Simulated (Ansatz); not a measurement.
Two isomers of C2H3NS: A = `N=C1CS1`, B = `SC1=NC1`.

Gas-phase electronic energies from Ansatz, PBE0-D4/def2-TZVP geometries. CCSD(T)/CBS is the MP2 limit (def2-TZVPP, def2-QZVPP) plus CCSD(T) − MP2 in def2-TZVPP, frozen cores. DFT in def2-TZVPP. B3LYP here is the variant with VWN-RPA as its local correlation; programs differ in this. One conformer a species, not always the lowest.

Q: Which is lower in electronic energy at CCSD(T)/CBS, and by how much? (An estimate is asked.)

A: Computed: A, by 15.5 kcal/mol.

Q: Give E(B) − E(A) in kcal/mol with ωB97M-V, LDA (SPW92), B3LYP-D4, PBE0-D4, CCSD(T)/def2-TZVPP, CCSD/def2-TZVPP, CCSD(T)/def2-SVP. (Estimate.)

A: Computed: ωB97M-V 15.4, LDA (SPW92) 18.4, B3LYP-D4 16.3, PBE0-D4 16.7, CCSD(T)/def2-TZVPP 14.9, CCSD/def2-TZVPP 14.5, CCSD(T)/def2-SVP 12.5. None reverses the order clearly.

Q: Does the order hold for the free energy at 298.15 K (harmonic terms from PBE0-D4)? (Best estimate.)

A: Computed: Yes: G(B) − G(A) = +13.7 kcal/mol, for one conformer each.

Largest T1 diagnostic: 0.014.

In def2-TZVPP, CCSD(T) changes the Hartree–Fock value by +1.1 kcal/mol (the triples alone add +0.4 kcal/mol) and MP2 by +1.4 kcal/mol. Leaving LDA and LC-ωPBE aside and taking each functional with its dispersion term where it has one, the values, not all of them listed here, spread over 2.5 kcal/mol, from ωB97X-V to r2SCAN-D4. LDA lies +1.4 kcal/mol from PBE without D4.
